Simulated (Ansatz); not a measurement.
One starting cell of BP (a generated cell, BP built in the alpha-GeTe structure type) was relaxed twice with Ansatz (plane waves, PAW, scalar-relativistic): with r2SCAN at 500 eV and with PBE at 420 eV. The r2SCAN result:

```cif
data_BP
_chemical_formula_sum 'B1 P1'
_space_group_name_H-M_alt 'P 1'
_space_group_IT_number 1
_cell_length_a 3.20763
_cell_length_b 3.20763
_cell_length_c 3.20763
_cell_angle_alpha 60.000
_cell_angle_beta 60.000
_cell_angle_gamma 60.000
loop_
_space_group_symop_operation_xyz
  'x, y, z'
loop_
_atom_site_label
_atom_site_type_symbol
_atom_site_fract_x
_atom_site_fract_y
_atom_site_fract_z
_atom_site_occupancy
B1 B 0.25000 0.25000 0.25000 1
P1 P 0.50000 0.50000 0.50000 1
```

```
quantity                          r2SCAN    PBE
--------------------------------  ------  -----
space group                        F-43m  F-43m
volume (Å³/atom)                   11.67    ___
a (Å)                              4.536    ___
gap (eV, no spin-orbit coupling)    1.41    ___
```

### Question
What does PBE give for the same quantities?

### Answer

- volume (Å³/atom), PBE: 11.76
- a (Å), PBE: 4.548
- gap (eV, no spin-orbit coupling), PBE: 1.25

Both levels end in the same structure; PBE's volume is 0.8 % larger; its gap is 0.16 eV smaller. Neither column is exact.

No spin polarisation in the result.

Measured for BP: a 4.525 Å (static lattice; corrected from measurement; as listed in Daniel Mejia-Rodriguez, S. B. Trickey, Phys. Rev. B (2018)); gap 2 eV (room temperature; as listed in arXiv:1206.3780). Computed minus measured — a: r2SCAN +0.2 %, PBE +0.5 %; gap: r2SCAN -0.59 eV, PBE -0.75 eV. The computed values are for a static lattice, and a measured gap can be an optical one, lowered by exciton binding.

The run could not lose the symmetry of its start; a randomly shaken copy of 4 atoms returns to this structure.

Ansatz is a program for electronic structure.
